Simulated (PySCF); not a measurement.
**SiNH3 (SMILES [N][SiH3]): UB2PLYP/STO-6G**

What is the energy change on altering one bond length of SiNH3 at UB2PLYP/STO-6G? Input form: a Python script.

Program for the calculation: PySCF 2.14.0.

15 further runs of the same task are left out: 4 that didn't finish, 11 set aside as unsound or not needed.

## Step 1: The system as given

SiNH3 has 5 atoms, charge 0, and is taken as a triplet. SMILES: `[N][SiH3]`. The coordinates come from a GFN2-xTB relaxation.

Bond lengths: N1–Si2 1.655 Å, Si2–H3 1.476 Å, Si2–H4 1.476 Å, Si2–H5 1.476 Å. Angles: N1–Si2–H3 111.3°, N1–Si2–H4 111.1°, N1–Si2–H5 111.1°, H3–Si2–H4 107.7°, H3–Si2–H5 107.7°, H4–Si2–H5 107.7°.

## Step 2: A single-point energy at UB2PLYP/STO-6G

job.py reads:

```python
from pyscf import gto, dft, mp

mol = gto.Mole()
mol.atom = '''
N     -2.903810     0.631792     0.906143
Si     0.019351    -0.004422    -0.007219
H      0.122738    -0.591862    -2.731391
H      1.048987    -2.197714     1.374228
H      1.712734     2.162206     0.458240
'''
mol.max_memory = 1860
mol.basis = 'sto-6g'
mol.unit = 'bohr'
mol.spin = 2
mol.verbose = 3
mol.build()

mf = dft.UKS(mol)
mf.xc = '0.53*HF + 0.47*B88, 0.73*LYP'
mf.grids.level = 5
mf.conv_tol = 1e-10
mf.kernel()
if not mf.converged:
    mf = mf.newton().run(mf.mo_coeff, mf.mo_occ)

pt = mp.MP2(mf, frozen=6).run()
etot = mf.e_tot + 0.27 * pt.e_corr
print('PT2 part  %.8f' % (0.27 * pt.e_corr))
print('E = %.10f Eh' % etot)
```

On the command line:

```console
OMP_NUM_THREADS=1 python job.py
```

What it wrote:

```text
WARN: HOMO -0.205979567949553 >= LUMO -0.206042513962725

converged SCF energy = -344.440717974146  <S^2> = 2.0074034  2S+1 = 3.0049316
E(UMP2) = -344.50644553088  E_corr = -0.0657275567335702
E(SCS-UMP2) = -344.515842306819  E_corr = -0.0751243326730661
PT2 part  -0.01774644
E = -344.4584644145 Eh
```

Wall time 4.2 s (1 thread of Intel Xeon Platinum 8559C (Emerald Rapids), shared host); peak memory 0.2 GiB.

## Step 3: The distorted shape at the same level

input.py reads:

```python
from pyscf import gto, dft, mp

mol = gto.M(
    atom='''
N   -2.253530  -0.582919   0.282457
Si  -0.706660  -0.919589  -0.200873
H   -0.651950  -1.230449  -1.642443
H   -0.161800  -2.080229   0.530157
H    0.906340   1.144190   0.242490
''',
    max_memory=1860,
    verbose=3,
    spin=2,
    basis='sto-6g',
)

mf = dft.UKS(mol, xc='0.53*HF + 0.47*B88, 0.73*LYP')
mf.grids.level = 5
mf.conv_tol = 1e-10
mf.kernel()
if not mf.converged:
    mf = mf.newton().run(mf.mo_coeff, mf.mo_occ)

pt = mp.MP2(mf, frozen=6).run()
e_final = mf.e_tot + 0.27 * pt.e_corr
print('PT2 part  %.8f' % (0.27 * pt.e_corr))
print('Final energy', e_final)
```

On the command line:

```console
OMP_NUM_THREADS=1 python input.py
```

What it wrote:

```text
WARN: HOMO -0.175227881798762 >= LUMO -0.205977836152293

converged SCF energy = -344.291663551935  <S^2> = 2.5147075  2S+1 = 3.3254819
E(UMP2) = -344.365118477655  E_corr = -0.0734549257194576
E(SCS-UMP2) = -344.371045915259  E_corr = -0.079382363323192
PT2 part  -0.01983283
Final energy -344.31149638187975
```

Wall time 5.4 s (1 thread of Intel Xeon Platinum 8559C (Emerald Rapids), shared host); peak memory 0.2 GiB.

## Step 4: Results

At UB2PLYP/STO-6G, 6 core orbitals frozen:

```
                                                                 quantity          value
                                                first shape: total energy  -344.45846 Eh
                                    first shape: dipole moment (SCF part)         1.31 D
    first shape: HOMO energy (SCF part's orbitals) (highest over α and β)       -6.77 eV
     first shape: LUMO energy (SCF part's orbitals) (lowest over α and β)        3.60 eV
                                                        first shape: ⟨S²⟩          2.007
                                            distorted shape: total energy  -344.31150 Eh
                                distorted shape: dipole moment (SCF part)         1.69 D
distorted shape: HOMO energy (SCF part's orbitals) (highest over α and β)       -5.67 eV
 distorted shape: LUMO energy (SCF part's orbitals) (lowest over α and β)        2.86 eV
                                                    distorted shape: ⟨S²⟩          2.515
       energy change with the Si2–H5 bond stretched from 1.476 to 2.657 Å       3.999 eV
```

**Reading.** With the Si2–H5 bond stretched from 1.476 to 2.657 Å the energy rises by 4.00 eV (386 kJ/mol). The first shape isn't relaxed at this level, so the change isn't measured from a minimum. The minimal basis adds a large error of its own. Mulliken charges (first shape) run from -0.30 on N1 to +0.71 on Si2. ⟨S²⟩ (distorted shape) is 2.51 where a pure triplet has 2.00: the reference is spin-contaminated.
